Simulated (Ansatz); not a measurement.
C2HClN (charge -1), SMILES N#C[CH-]Cl, a geometry optimisation

Computed with Ansatz's Python interface.

Run as a notebook:

In [1]:
```python
import itertools

import ansatz as az
from ase.data import atomic_numbers, covalent_radii
import numpy as np
from rdkit import Chem
from rdkit.Chem import AllChem
```

In [2]:
```python
SETTINGS = {
    "basis": "def2-SVP",
    "functional": "cam_b3lyp",
    "net_charge": -1,
}
```

In [3]:
```python
# start geometry from RDKit
rd = Chem.AddHs(Chem.MolFromSmiles("N#C[CH-]Cl"))
AllChem.EmbedMolecule(rd, randomSeed=715)
AllChem.UFFOptimizeMolecule(rd)
mol = az.Crystal.molecule()
for atom, xyz in zip(rd.GetAtoms(), rd.GetConformer().GetPositions()):
    mol = mol.atom(atom.GetSymbol(), xyz.round(5).tolist())
```

In [4]:
```python
setup = (
    mol.calculation()
    .basis(gaussian=SETTINGS["basis"])
    .functional(SETTINGS["functional"])
    .charge(SETTINGS["net_charge"])
)
symbols = [site.symbol for site in mol.cartesian_sites]
start = np.array([site.position_ang for site in mol.cartesian_sites], dtype=float)
def progress(event):
    if event["event"] == "relax_step":
        row = event["data"]
        print(f"step {row['step']:3d}  E = {row['lagrangian_ev']:.6f} eV  largest force component {row['allowed_force_max_ev_ang']:.4f} eV/A")
```

In [5]:
```python
report = setup.relax(force_tolerance=0.01).session().plan().execute(on_event=progress).report
end = np.array(report["positions_ang"])

print("reference energy %16.6f eV" % report["reference_energy_ev"])
print("total energy     %16.6f eV" % report["free_energy_ev"])
print("occupied orbitals outside the frozen core (up, down):", report["n_occupied"], " frozen:", report["n_frozen"], " virtual:", report["n_virtual"])
```
```text
step   1  E = -16093.646930 eV  largest force component 4.5542 eV/A
step   2  E = -16093.750614 eV  largest force component 1.4871 eV/A
step   3  E = -16093.772371 eV  largest force component 0.3283 eV/A
step   4  E = -16093.775295 eV  largest force component 0.1270 eV/A
step   5  E = -16093.775901 eV  largest force component 0.0289 eV/A
step   6  E = -16093.782762 eV  largest force component 0.2996 eV/A
step   7  E = -16093.798180 eV  largest force component 0.1998 eV/A
step   8  E = -16093.785350 eV  largest force component 0.9352 eV/A
step   9  E = -16093.821519 eV  largest force component 0.1252 eV/A
step  10  E = -16093.822340 eV  largest force component 0.2910 eV/A
step  11  E = -16093.824640 eV  largest force component 0.0635 eV/A
step  12  E = -16093.824868 eV  largest force component 0.0185 eV/A
step  13  E = -16093.824878 eV  largest force component 0.0136 eV/A
step  14  E = -16093.824883 eV  largest force component 0.0010 eV/A
reference energy    -16093.824974 eV
total energy        -16093.824974 eV
occupied orbitals outside the frozen core (up, down): [19, 19]  frozen: 0  virtual: [46, 46]
```

In [6]:
```python
# pairs closer than 1.2 times the sum of covalent radii, before or after
radius = [covalent_radii[atomic_numbers[s]] for s in symbols]
span = lambda where, i, j: np.linalg.norm(where[i] - where[j])
bonded = [(i, j) for i, j in itertools.combinations(range(len(symbols)), 2) if min(span(start, i, j), span(end, i, j)) < 1.2 * (radius[i] + radius[j])]
print("pair        before    after (A)")
for i, j in bonded:
    print(f"{symbols[i]}{i}-{symbols[j]}{j}".ljust(10), f"{span(start, i, j):8.4f} {span(end, i, j):8.4f}")
```
```text
pair        before    after (A)
N0-C1        1.1572   1.1749
C1-C2        1.4350   1.3961
C2-Cl3       1.7506   1.8259
C2-H4        1.0814   1.0935
```

In [7]:
```python
charges = report["charge_distribution"]
print("dipole moment", round(4.803205 * float(np.linalg.norm(charges["dipole_moment_e_ang"])), 3), "D")
print("Mulliken:", [(s, round(q, 3)) for s, q in zip(symbols, charges["mulliken_charges_e"])])
```
```text
dipole moment 3.627 D
Mulliken: [('N', -0.16), ('C', -0.163), ('C', -0.342), ('Cl', -0.308), ('H', -0.028)]
```

What to keep in mind:
- Total energies depend on the basis set; only differences at equal settings carry meaning.
- The end point is the stationary point reached from this start; no frequency run checks that it is a minimum, and the basis set is modest.
- An ion's dipole depends on the origin; the program takes it about the centre of nuclear charge.
- Anions want diffuse functions, which this basis lacks.
- Finished in 35 s on 1 thread of Arm Neoverse V1, on a shared host, peak memory 0.26 GiB.
